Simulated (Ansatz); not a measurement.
**Worked example: correlation energy of H2S, singlet**

Geometry: MP2(full)/6-31G*, from the G2/97 set.

```xyz
3

S     0.0000    0.0000    0.0544
H     0.0000    0.9743   -0.8648
H     0.0000   -0.9743   -0.8648
```

Basis cc-pV(T+d)Z; Ansatz 0.2.0. Correlated methods freeze the noble-gas cores, which leaves 8 electrons in 62 orbitals. R marks a restricted (for open shells ROHF) determinant.

Full CI isn't at hand for all of this; RCCSDTQ serves as the reference, and is uncertain by about the last step of the cluster series.

Runs differ by some tens of microhartree through their thresholds, so steps under 0.03 kcal/mol mean nothing.

```csv
level,total energy (hartree)
RHF,-398.715073
RMP2,-398.905758
RCCSD,-398.930159
RCCSD(T),-398.938147
RCCSDT,-398.938854
RCCSDT(Q),-398.939193
RCCSDTQ,-398.939213
```

**Question.** What is the correlation energy at RCCSDTQ, and what share of it do RMP2 and RCCSD recover?

**Answer.** E(corr) = -398.939213 − (-398.715073) = -0.224140 hartree = -6.099 eV. RMP2: -0.190685 / -0.224140 = 85.07 %. RCCSD: -0.215086 / -0.224140 = 95.96 %.

**Question.** By how many kcal/mol does RCCSD(T) miss RCCSDTQ (1 hartree = 627.509 kcal/mol), and which steps make up the rest?

**Answer.** -398.938147 − (-398.939213) = 0.001066 hartree = 0.67 kcal/mol. Steps: RCCSDT − RCCSD(T) = -0.44, RCCSDT(Q) − RCCSDT = -0.21, RCCSDTQ − RCCSDT(Q) = -0.01 kcal/mol. That is within 1 kcal/mol of the reference in this basis, which itself misses far more of the correlation at the basis-set limit.
